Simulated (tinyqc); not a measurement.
Inside a calculation (part 2 of 2). Method: ROHF in the sto-3g basis, for LiH, spin multiplicity 3. Computed by tinyqc, a small Python program that keeps every step (integrals from PySCF). Command: `OMP_NUM_THREADS=1 python tinyqc.py 23265 23266 out.jsonl` (the two numbers bound the seeds that draw the settings). One thread of a shared host (Intel(R) Xeon(R) Processor @ 2.60GHz), about 0.08 s of CPU time with the checks.

Geometry (angstrom):
```
atom         x         y         z
Li    0.000000  0.000000  0.000000
H     0.000000  0.000000  2.221000
```

## Iteration 3: Roothaan effective Fock matrix

F(alpha) (hartree), order 1Li 1s, 1Li 2s, 1Li 2px, 1Li 2py, 1Li 2pz, 2H 1s:
```
[[-2.358824, -0.632108, 0.000000, 0.000000, -0.009136, -0.047622],
 [-0.632108, -0.350662, 0.000000, 0.000000, -0.001811, -0.199768],
 [0.000000, 0.000000, 0.135247, 0.000000, 0.000000, 0.000000],
 [0.000000, 0.000000, 0.000000, 0.135247, 0.000000, 0.000000],
 [-0.009136, -0.001811, 0.000000, 0.000000, 0.005356, -0.277684],
 [-0.047622, -0.199768, 0.000000, 0.000000, -0.277684, -0.517327]]
```

F(beta) (hartree), order 1Li 1s, 1Li 2s, 1Li 2px, 1Li 2py, 1Li 2pz, 2H 1s:
```
[[-2.323599, -0.642285, 0.000000, 0.000000, -0.006580, -0.047632],
 [-0.642285, -0.079475, 0.000000, 0.000000, -0.041522, -0.051431],
 [0.000000, 0.000000, 0.195749, 0.000000, 0.000000, 0.000000],
 [0.000000, 0.000000, 0.000000, 0.195749, 0.000000, 0.000000],
 [-0.006580, -0.041522, 0.000000, 0.000000, 0.186861, -0.042922],
 [-0.047632, -0.051431, 0.000000, 0.000000, -0.042922, 0.209674]]
```

D(alpha) after iteration 2, order 1Li 1s, 1Li 2s, 1Li 2px, 1Li 2py, 1Li 2pz, 2H 1s:
```
[[1.055981, -0.236913, 0.000000, 0.000000, 0.073577, 0.000113],
 [-0.236913, 1.007978, 0.000000, 0.000000, -0.265276, -0.091105],
 [0.000000, 0.000000, 0.000000, 0.000000, 0.000000, 0.000000],
 [0.000000, 0.000000, 0.000000, 0.000000, 0.000000, 0.000000],
 [0.073577, -0.265276, 0.000000, 0.000000, 0.104748, 0.194755],
 [0.000113, -0.091105, 0.000000, 0.000000, 0.194755, 0.848939]]
```

D(beta) after iteration 2, order 1Li 1s, 1Li 2s, 1Li 2px, 1Li 2py, 1Li 2pz, 2H 1s:
```
[[0.976256, 0.045532, 0.000000, 0.000000, 0.002841, -0.006725],
 [0.045532, 0.002124, 0.000000, 0.000000, 0.000132, -0.000314],
 [0.000000, 0.000000, 0.000000, 0.000000, 0.000000, 0.000000],
 [0.000000, 0.000000, 0.000000, 0.000000, 0.000000, 0.000000],
 [0.002841, 0.000132, 0.000000, 0.000000, 0.000008, -0.000020],
 [-0.006725, -0.000314, 0.000000, 0.000000, -0.000020, 0.000046]]
```

overlap S, order 1Li 1s, 1Li 2s, 1Li 2px, 1Li 2py, 1Li 2pz, 2H 1s:
```
[[1.000000, 0.241137, 0.000000, 0.000000, 0.000000, 0.016492],
 [0.241137, 1.000000, 0.000000, 0.000000, 0.000000, 0.250680],
 [0.000000, 0.000000, 1.000000, 0.000000, 0.000000, 0.000000],
 [0.000000, 0.000000, 0.000000, 1.000000, 0.000000, 0.000000],
 [0.000000, 0.000000, 0.000000, 0.000000, 1.000000, 0.365288],
 [0.016492, 0.250680, 0.000000, 0.000000, 0.365288, 1.000000]]
```

With projectors Pc = D(beta) S, Po = (D(alpha) - D(beta)) S, Pv = 1 - D(alpha) S, the block xy is Px^T F Py; with Fc = (F(alpha) + F(beta))/2, the blocks are Fc for cc, oo, vv and cv, F(beta) for co and F(alpha) for ov.

effective F (hartree), order 1Li 1s, 1Li 2s, 1Li 2px, 1Li 2py, 1Li 2pz, 2H 1s:
```
[[-2.340849, -0.641331, 0.000000, 0.000000, -0.007290, -0.047854],
 [-0.641331, -0.206893, 0.000000, 0.000000, 0.006649, -0.116092],
 [0.000000, 0.000000, 0.165498, 0.000000, 0.000000, 0.000000],
 [0.000000, 0.000000, 0.000000, 0.165498, 0.000000, 0.000000],
 [-0.007290, 0.006649, 0.000000, 0.000000, 0.150558, -0.108685],
 [-0.047854, -0.116092, 0.000000, 0.000000, -0.108685, -0.177056]]
```

## Iteration 3: diagonalisation and new density

X, order 1Li 1s, 1Li 2s, 1Li 2px, 1Li 2py, 1Li 2pz, 2H 1s:
```
[[1.023415, -0.129302, 0.000000, 0.000000, -0.005827, 0.017965],
 [-0.129302, 1.052184, 0.000000, 0.000000, 0.041539, -0.147589],
 [0.000000, 0.000000, 1.000000, 0.000000, 0.000000, 0.000000],
 [0.000000, 0.000000, 0.000000, 1.000000, 0.000000, 0.000000],
 [-0.005827, 0.041539, 0.000000, 0.000000, 1.058685, -0.209461],
 [0.017965, -0.147589, 0.000000, 0.000000, -0.209461, 1.086928]]
```

Diagonalise F' = X^T F X, C = X C', fill 3 alpha and 1 beta electrons from the bottom; D(s) = C_occ C_occ^T. Each column has its largest component positive (the first on a tie).

F' = X^T F X (hartree):
```
[[-2.286631, -0.360615, 0.000000, 0.000000, -0.016918, 0.014324],
 [-0.360615, -0.061056, 0.000000, 0.000000, 0.049023, -0.098123],
 [0.000000, 0.000000, 0.165498, 0.000000, 0.000000, 0.000000],
 [0.000000, 0.000000, 0.000000, 0.165498, 0.000000, 0.000000],
 [-0.016918, 0.049023, 0.000000, 0.000000, 0.211634, -0.132018],
 [0.014324, -0.098123, 0.000000, 0.000000, -0.132018, -0.119100]]
```

orbital energies (hartree): [-2.343638, -0.198084, 0.004650, 0.165498, 0.165498, 0.281919]

coefficients C, order 1Li 1s, 1Li 2s, 1Li 2px, 1Li 2py, 1Li 2pz, 2H 1s:
```
[[0.990698, -0.099495, -0.252610, 0.000000, 0.000000, -0.096227],
 [0.036468, 0.293710, 0.952161, 0.000000, 0.000000, 0.391298],
 [0.000000, 0.000000, 0.000000, 0.641181, 0.767390, 0.000000],
 [0.000000, 0.000000, 0.000000, 0.767390, -0.641181, 0.000000],
 [0.004366, 0.081735, -0.322312, 0.000000, 0.000000, 1.027552],
 [-0.005233, 0.858167, -0.352010, 0.000000, 0.000000, -0.622095]]
```

D(alpha) after iteration 3, order 1Li 1s, 1Li 2s, 1Li 2px, 1Li 2py, 1Li 2pz, 2H 1s:
```
[[1.055194, -0.233619, 0.000000, 0.000000, 0.077613, -0.001647],
 [-0.233619, 0.994205, 0.000000, 0.000000, -0.282727, -0.083309],
 [0.000000, 0.000000, 0.000000, 0.000000, 0.000000, 0.000000],
 [0.000000, 0.000000, 0.000000, 0.000000, 0.000000, 0.000000],
 [0.077613, -0.282727, 0.000000, 0.000000, 0.110584, 0.183577],
 [-0.001647, -0.083309, 0.000000, 0.000000, 0.183577, 0.860390]]
```

D(beta) after iteration 3, order 1Li 1s, 1Li 2s, 1Li 2px, 1Li 2py, 1Li 2pz, 2H 1s:
```
[[0.981483, 0.036129, 0.000000, 0.000000, 0.004326, -0.005185],
 [0.036129, 0.001330, 0.000000, 0.000000, 0.000159, -0.000191],
 [0.000000, 0.000000, 0.000000, 0.000000, 0.000000, 0.000000],
 [0.000000, 0.000000, 0.000000, 0.000000, 0.000000, 0.000000],
 [0.004326, 0.000159, 0.000000, 0.000000, 0.000019, -0.000023],
 [-0.005185, -0.000191, 0.000000, 0.000000, -0.000023, 0.000027]]
```

Within a degenerate level the vectors are fixed only up to a rotation; this is one choice.

## Iteration 12 (converged): orbitals

converged F (hartree), order 1Li 1s, 1Li 2s, 1Li 2px, 1Li 2py, 1Li 2pz, 2H 1s:
```
[[-2.340195, -0.638699, 0.000000, 0.000000, -0.008423, -0.047683],
 [-0.638699, -0.201305, 0.000000, 0.000000, 0.009681, -0.114017],
 [0.000000, 0.000000, 0.165611, 0.000000, 0.000000, 0.000000],
 [0.000000, 0.000000, 0.000000, 0.165611, 0.000000, 0.000000],
 [-0.008423, 0.009681, 0.000000, 0.000000, 0.146055, -0.108650],
 [-0.047683, -0.114017, 0.000000, 0.000000, -0.108650, -0.177112]]
```

As before.

F' = X^T F X (hartree):
```
[[-2.286534, -0.358613, 0.000000, 0.000000, -0.018432, 0.014252],
 [-0.358613, -0.055945, 0.000000, 0.000000, 0.052105, -0.097166],
 [0.000000, 0.000000, 0.165611, 0.000000, 0.000000, 0.000000],
 [0.000000, 0.000000, 0.000000, 0.165611, 0.000000, 0.000000],
 [-0.018432, 0.052105, 0.000000, 0.000000, 0.206823, -0.131363],
 [0.014252, -0.097166, 0.000000, 0.000000, -0.131363, -0.119735]]
```

orbital energies (hartree): [-2.342813, -0.196675, 0.004584, 0.165611, 0.165611, 0.279512]

coefficients C, order 1Li 1s, 1Li 2s, 1Li 2px, 1Li 2py, 1Li 2pz, 2H 1s:
```
[[0.991026, -0.095482, -0.251131, 0.000000, 0.000000, -0.100689],
 [0.035266, 0.279979, 0.949484, 0.000000, 0.000000, 0.407636],
 [0.000000, 0.000000, 0.000000, 0.110432, 0.993884, 0.000000],
 [0.000000, 0.000000, 0.000000, 0.993884, -0.110432, 0.000000],
 [0.004783, 0.082609, -0.337813, 0.000000, 0.000000, 1.022488],
 [-0.005218, 0.864708, -0.330693, 0.000000, 0.000000, -0.624729]]
```

D(alpha) after iteration 12, order 1Li 1s, 1Li 2s, 1Li 2px, 1Li 2py, 1Li 2pz, 2H 1s:
```
[[1.054315, -0.230228, 0.000000, 0.000000, 0.081688, -0.004688],
 [-0.230228, 0.981152, 0.000000, 0.000000, -0.297451, -0.072071],
 [0.000000, 0.000000, 0.000000, 0.000000, 0.000000, 0.000000],
 [0.000000, 0.000000, 0.000000, 0.000000, 0.000000, 0.000000],
 [0.081688, -0.297451, 0.000000, 0.000000, 0.120965, 0.183120],
 [-0.004688, -0.072071, 0.000000, 0.000000, 0.183120, 0.857106]]
```

D(beta) after iteration 12, order 1Li 1s, 1Li 2s, 1Li 2px, 1Li 2py, 1Li 2pz, 2H 1s:
```
[[0.982132, 0.034950, 0.000000, 0.000000, 0.004740, -0.005171],
 [0.034950, 0.001244, 0.000000, 0.000000, 0.000169, -0.000184],
 [0.000000, 0.000000, 0.000000, 0.000000, 0.000000, 0.000000],
 [0.000000, 0.000000, 0.000000, 0.000000, 0.000000, 0.000000],
 [0.004740, 0.000169, 0.000000, 0.000000, 0.000023, -0.000025],
 [-0.005171, -0.000184, 0.000000, 0.000000, -0.000025, 0.000027]]
```

Within a degenerate level the vectors are fixed only up to a rotation; this is one choice.

## Convergence

Stop when the energy changes by less than 1e-09 hartree and every element of the error matrix X^T (F D S - S D F) X is below 9e-06.

Course of the cycle:
```
iteration  E (hartree)     change  largest element of the error matrix
1          -8.13037666          -                             8.71e-02
2          -7.74511709   3.85e-01                             1.90e-01
3          -7.77656147  -3.14e-02                             2.19e-02
4          -7.77701633  -4.55e-04                             2.38e-03
5          -7.77705346  -3.71e-05                             1.03e-03
6          -7.77706042  -6.96e-06                             4.54e-04
7          -7.77706181  -1.39e-06                             2.01e-04
8          -7.77706208  -2.76e-07                             8.96e-05
9          -7.77706214  -5.49e-08                             3.99e-05
10         -7.77706215  -1.09e-08                             1.78e-05
11         -7.77706215  -2.17e-09                             7.93e-06
12         -7.77706215  -4.30e-10                             3.53e-06
```

PySCF ROHF in the same basis = -7.77706215 hartree

Converged in 12 iterations.

## Populations, bond orders and dipole

Mulliken: Z minus the diagonal of D S on the atom; Loewdin: the same with S^(1/2) D S^(1/2); Mayer order: 2 sum_s sum (D(s) S)_ij (D(s) S)_ji over the two atoms.

Charges (e):
```
atom   Mulliken    Loewdin  Mulliken spin
1Li   -0.094260  -0.132398       1.094034
2H     0.094260   0.132398       0.905966
```

Mayer bond orders:
```
pair     order
2-1   0.170340
```

dipole moment about the origin, x y z (debye): [0.000000, 0.000000, 3.284670]
